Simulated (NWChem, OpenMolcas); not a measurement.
# C3H8O2 (dimethoxymethane): a line through the functionals

C3H8O2: 13 atoms, total charge 0, spin state singlet. SMILES: `COCOC`. The shape is that of a PBE0-D4/def2-TZVP optimisation. This is one conformer, not always the lowest.

The HOMO–LUMO gap y, in eV, basis cc-pVDZ; a is the functional's share of exact exchange. Programs: NWChem 7.3.0, OpenMolcas 26.06.

| functional | program | a | y (eV) |
| --- | --- | --- | --- |
| r2SCAN | NWChem | 0 | 8.17 |
| revPBE | OpenMolcas | 0 | 7.19 |
| B3LYP | NWChem | 0.2 | ? |
| PBE0 | NWChem | 0.25 | 9.71 |
| BHLYP | NWChem | 0.5 | 12.03 |

Question: Fit y = c + s·a to the known rows and predict B3LYP.

Answer: 
1. Means of the 4 rows: a = 0.1875, y = 9.275.
2. Σ(Δa)² = 0.17188, Σ(Δa·Δy) = 1.4862, so the slope is 1.4862/0.17188 = 8.6467.
3. Intercept: 9.275 − (8.6467) × 0.1875 = 7.654. The largest residual of the fit is 0.52.
4. B3LYP: 7.654 + (8.6467) × 0.2 = 9.38 eV.

The run gave 9.05 eV, so the prediction is off by +0.33 eV, within the scatter of the fit. Exact exchange lowers occupied levels and raises empty ones. The rows mix families of semi-local functionals, which the line can't see.
